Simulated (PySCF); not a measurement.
Species: malonic acid, C3H4O4.
Z-matrix (Å and degrees, PBE0-D3(BJ)/def2-SVP geometry), rows numbered from 1:
```
O 
C   1  1.1993
O   2  1.3365  1  123.50
C   2  1.5094  1  124.36  3   178.13
C   4  1.5096  2  111.19  1    52.58
O   5  1.1994  4  124.71  2    38.97
O   5  1.3366  4  111.80  2  -143.18
H   3  0.9704  2  106.49  1    -0.45
H   4  1.0998  2  110.55  1   172.96
H   4  1.0993  2  108.72  1   -68.68
H   7  0.9703  5  106.53  4  -177.52
```

Level of theory: PySCF 2.14.0, PBE0-D3(BJ)/def2-SVP geometry optimisation, gas phase.

Take the most abundant isotopes and a rigid rotor. The values belong to one conformer with, in the numbering `[O:1]=[C:2]([OH:3])[CH2:4][C:5](=[O:6])[OH:7]`, O1–C2–O3–H 0°, O1–C2–C4–C5 53°, C2–C4–C5–O6 39°, C4–C5–O7–H -178°.

Q: Give the principal moments of inertia and the rotational constants in cm⁻¹.

A: Ia = 86.99, Ib = 310.86, Ic = 321.46 u·Å²; 505379 MHz·u·Å²/I gives 5810, 1626 and 1572 MHz, that is A = 0.19379, B = 0.05423, C = 0.05244 cm⁻¹.

Q: Classify the top.

A: A near-prolate asymmetric top; Ray's κ = -0.975.

Q: Is it planar, by Δ = Ic − Ia − Ib?

A: Not planar: Δ = Ic − Ia − Ib = -76.39 u·Å². For a rigid frame Δ = −2 Σ m c², so Σ m c² = 38.20 u·Å² lies off the ab plane: 1.89 from hydrogen and 36.31 from heavier atoms. The atom farthest from that plane is 0.99 Å away.

Q: Where do the levels up to J = 2 lie, in cm⁻¹?

A: Above 0(0,0):
J = 1: 1(0,1) 0.1067, 1(1,1) 0.2462, 1(1,0) 0.2480
J = 2: 2(0,2) 0.3200, 2(1,2) 0.4578, 2(1,1) 0.4631, 2(2,1) 0.8818, 2(2,0) 0.8819
Those of J = 1 are B + C, A + C and A + B.

Q: Which lines would a microwave search look for?

A: The dipole components are |μa| = 0.19 D, |μb| = 2.25 D, |μc| = 0.15 D. Intensities carry the squares of the components, which stand as 0.01 : 1.00 : 0.00 (a : b : c). Some lines, for components of 0.1 D or more:

| type | branch | J(Ka,Kc) | MHz | lower level (cm⁻¹) |
| --- | --- | --- | --- | --- |
| a | Q | 5(1,4) ← 5(1,5) | 804 | 1.727 |
| a | R | 1(0,1) ← 0(0,0) | 3198 | 0.000 |
| b | R | 3(0,3) ← 2(1,2) | 5461 | 0.458 |
| b | R | 4(0,4) ← 3(1,3) | 8734 | 0.775 |
| a | R | 3(1,3) ← 2(1,2) | 9513 | 0.458 |
| a | R | 4(0,4) ← 3(0,3) | 12786 | 0.640 |
| a | R | 5(4,2) ← 4(4,1) | 15990 | 3.314 |
| a | R | 5(2,3) ← 4(2,2) | 15998 | 1.629 |
| b | R | 2(2,1) ← 1(1,0) | 19001 | 0.248 |
| b | R | 5(1,5) ← 4(0,4) | 19802 | 1.066 |
| c | R | 3(2,1) ← 2(1,1) | 22148 | 0.463 |
| b | R | 3(3,1) ← 2(2,0) | 30647 | 0.882 |
| c | R | 3(3,0) ← 2(2,0) | 30647 | 0.882 |
| c | R | 3(3,1) ← 2(2,1) | 30648 | 0.882 |
| c | R | 4(3,2) ← 3(2,2) | 33847 | 1.202 |
| c | R | 5(3,3) ← 4(2,3) | 37047 | 1.629 |
| b | R | 4(4,0) ← 3(3,1) | 42267 | 1.904 |
| b | R | 5(4,1) ← 4(3,2) | 45465 | 2.331 |

PBE0-D3(BJ)/def2-SVP frequencies: not computed here. These are rigid-rotor constants of the computed structure; measured ground-state constants (B0) also hold zero-point vibration.
